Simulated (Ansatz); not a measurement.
Molecule (SMILES): C (CH4).
Atoms: C1, H2, H3, H4, H5. Bonds: C1-H2, C1-H3, C1-H4, C1-H5.

Basis-set convergence of the lowest harmonic wavenumber at B3LYP with Ansatz (a quantum-chemistry and plane-wave program). Each level at its own minimum, finite differences of forces, unscaled; the reference is a large set that could be run, not a limit. Cartesian d functions, on some or all atoms, in 6-31G*; all else is spherical. The program fits the integrals of some runs and decomposes those of others, by size. No added dispersion term, no relativity. Reference: the value in aug-pcseg-2, 1340 cm⁻¹. Deviations are taken from unrounded values.

```
basis            functions  lowest harmonic wavenumber (cm⁻¹)  minus reference (cm⁻¹)
---------------  ---------  ---------------------------------  ----------------------
6-31G*                  23                               1373                      33
cc-pVDZ                 34                               1310                     -30
6-311G**                42                               1341                       2
def2-SVPD               52                               1295                     -45
def2-TZVP               55                               1341                       1
aug-pcseg-1             59                               1320                     -20
6-311++G(2d,2p)         67                               1344                       5
jun-cc-pV(T+d)Z         95                               1341                       1
def2-TZVPPD            105                               1341                       1
```

The smallest set listed that lies within 10 cm⁻¹ of the reference with all its larger relatives (same family, alike in diffuse functions; a set with none counts only in the reference's own line) is def2-TZVP (55 functions, 1 cm⁻¹ off). Inside, with no larger relative to test it: 6-311G**, def2-TZVPPD. (Relatives not listed, tested too: def2-TZVPP 1, 6-311++G(3df,3pd) 1, aug-cc-pVTZ 0 cm⁻¹.)
